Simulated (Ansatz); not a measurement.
# SiH₃S+ (SMILES [SiH2]=[SH+]): single points off equilibrium

An exercise on one series of results from a longer session: the logs are not shown, and one member is left open.

Computed with Ansatz 0.2.0, Gaussian basis. Level: single points in def2-TZVPP.

Correlated methods freeze the cores.

**The starting structure**

5 atoms, charge 1, spin multiplicity 1.

Atoms are counted from 1 here; the program's logs count them from 0.

Bond lengths: Si1–S2 2.176 Å, Si1–H3 1.456 Å, Si1–H4 1.436 Å, S2–H5 1.261 Å. Angles: S2–Si1–H3 119.3°, S2–Si1–H4 108.2°, H3–Si1–H4 132.2°, Si1–S2–H5 87.9°.

Geometry (Å):

```xyz
5
charge 1, multiplicity 1
Si   -0.44120   -0.52241   -0.10336
S     1.23194    0.57184    0.75674
H    -0.63098   -1.92335    0.24399
H    -1.09821    0.33363   -1.05018
H     1.01699    1.47795   -0.09374
```

Set-up of the first run:

The input, run/in.yaml:

```yaml
crystal:
  periodic: [false, false, false]
  atoms:
    - {symbol: Si, position_ang: [-0.441200, -0.522414, -0.103360]}
    - {symbol: S, position_ang: [1.231938, 0.571839, 0.756735]}
    - {symbol: H, position_ang: [-0.630979, -1.923349, 0.243993]}
    - {symbol: H, position_ang: [-1.098207, 0.333632, -1.050183]}
    - {symbol: H, position_ang: [1.016993, 1.477946, -0.093740]}
basis:
  gaussian: {orbitals: def2-TZVPP}
total_charge: 1
hamiltonian: {xc: pbe, dispersion: d4}
output: {forces: true}
```

On the command line:

```sh
> ansatz run in.yaml --threads 2 --pin off --events-out ev --progress --plain --max-ram 3481MiB
```

Among the steps run: PBE-D4/def2-TZVPP; r2SCAN-D4/def2-TZVPP; PBE0-D4/def2-TZVPP; wB97M-V/def2-TZVPP; CCSD(T)/def2-TZVPP.

One of the session's tables, all rows but one given; the rest of the session is left out.

```
   method  RMS force component (eV/Å)  angle to CCSD(T) forces (°)
   PBE-D4                       1.527                          7.3
r2SCAN-D4                       1.504                          1.7
  PBE0-D4                       1.540                          1.7
  wB97M-V                           ?                            ?
  CCSD(T)                       1.466                    reference
```

**Question.** Estimate the row for wB97M-V.

As computed: RMS force component (eV/Å): 1.505; angle to CCSD(T) forces (°): 2.8. In the column «RMS force component (eV/Å)» it lies between r2SCAN-D4 (1.504) and PBE-D4 (1.527).
